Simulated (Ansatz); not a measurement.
**C₃H₇O radical: small, medium and large basis sets**

An exercise on one series of results from a longer session: the logs are not shown, and one member is left open.

Method: one geometry, several basis sets; program: Ansatz 0.2.0, Gaussian basis.

The runs, in order: PBE0-D4/def2-SVP; ωB97M-V/def2-SVP; PBE0-D4/def2-QZVPP; ωB97M-V/def2-QZVPP; CCSD(T)/cc-pV(D+d)Z; CCSD(T)/cc-pV(T+d)Z; MP2/cc-pV(Q+d)Z; the functionals' def2-TZVPP values are taken from earlier runs.

## Structure used throughout

An earlier PBE0-D4 in a triple-zeta def2 set relaxation fixed the geometry.

11 atoms, charge 0, spin multiplicity 2.

Atoms are counted from 1 here; the program's logs count them from 0.

Bond lengths: C1–C2 1.472 Å, C1–H5 1.081 Å, C1–H6 1.081 Å, C2–O3 1.402 Å, C2–H7 1.106 Å, C2–H8 1.109 Å, O3–C4 1.399 Å, C4–H9 1.090 Å, C4–H10 1.099 Å, C4–H11 1.100 Å. Angles: C2–C1–H5 119.8°, C2–C1–H6 120.1°, H5–C1–H6 119.8°, C1–C2–O3 110.0°, C1–C2–H7 110.7°, C1–C2–H8 110.7°, O3–C2–H7 110.3°, O3–C2–H8 109.7°, H7–C2–H8 105.3°, C2–O3–C4 112.3°, O3–C4–H9 107.6°, O3–C4–H10 111.6°, O3–C4–H11 111.6°, H9–C4–H10 108.9°, H9–C4–H11 108.9°, H10–C4–H11 108.2°.

As a file:

```xyz
11
charge 0, multiplicity 2
C    -1.1949    1.3662   -0.6791
C    -0.4758    0.4122    0.1810
O     0.5087   -0.2559   -0.5614
C     1.2049   -1.1968    0.2050
H    -1.0706    1.3228   -1.7521
H    -1.9114    2.0521   -0.2482
H    -0.0191    0.9322    1.0442
H    -1.1781   -0.3251    0.6211
H     1.9432   -1.6688   -0.4435
H     1.7250   -0.7247    1.0509
H     0.5333   -1.9712    0.6026
```

The first run:

in.yaml

```yaml
crystal:
  periodic: [false, false, false]
  atoms:
    - {symbol: C, position_ang: [-1.194898, 1.366237, -0.679061]}
    - {symbol: C, position_ang: [-0.475777, 0.412187, 0.181028]}
    - {symbol: O, position_ang: [0.508707, -0.255881, -0.561398]}
    - {symbol: C, position_ang: [1.204946, -1.196778, 0.205018]}
    - {symbol: H, position_ang: [-1.070585, 1.322811, -1.752052]}
    - {symbol: H, position_ang: [-1.911427, 2.052065, -0.248212]}
    - {symbol: H, position_ang: [-0.019109, 0.932247, 1.044168]}
    - {symbol: H, position_ang: [-1.178100, -0.325105, 0.621114]}
    - {symbol: H, position_ang: [1.943161, -1.668802, -0.443462]}
    - {symbol: H, position_ang: [1.724981, -0.724748, 1.050942]}
    - {symbol: H, position_ang: [0.533301, -1.971234, 0.602618]}
basis:
  gaussian: {orbitals: def2-SVP}
magnetization: {spin_polarized: true, initial_magnetization: 1}
hamiltonian: {xc: pbe0, dispersion: d4}
output: {orbitals: {seedname: orbitals}}
```

On the command line:

```console
$ ansatz run in.yaml --threads 2 --pin off --events-out ev --progress --plain --max-ram 32768MiB --backend cpu
```

Steps of the session up to this table: PBE0-D4 in def2-SVP; ωB97M-V in def2-SVP; PBE0-D4 in def2-QZVPP; ωB97M-V in def2-QZVPP.

One of the session's tables, all rows but one given; the rest of the session is left out.

It belongs to the step «Functionals by basis». 

```
functional       basis  HOMO (eV)
   PBE0-D4    def2-SVP      -5.96
   PBE0-D4  def2-TZVPP      -6.03
   PBE0-D4  def2-QZVPP      -6.05
   ωB97M-V    def2-SVP      -8.03
   ωB97M-V  def2-TZVPP          ?
   ωB97M-V  def2-QZVPP      -8.12
```

Q: Estimate the row for ωB97M-V, def2-TZVPP from the others.

The run gave: HOMO (eV): -8.11. In the column «HOMO (eV)» it lies between ωB97M-V, def2-QZVPP (-8.12) and ωB97M-V, def2-SVP (-8.03).
